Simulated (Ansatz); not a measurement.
**LA phonon frequency at L of rock-salt KBr at several levels of theory**

No measured value is used here.

```csv
level (code),value (cm⁻¹),cell (Å³/atom)
LDA (Ansatz),97,32.34
PBE (Ansatz),88,37.68
r²SCAN (Ansatz),93,36.08
```

Each level is taken at its own relaxed cell. Cutoffs differ between the levels. Ansatz's density-functional and Hartree–Fock values are scalar-relativistic unless marked +SOC, with PAW data made under PBE.

Ansatz is a quantum-chemistry and plane-wave program.
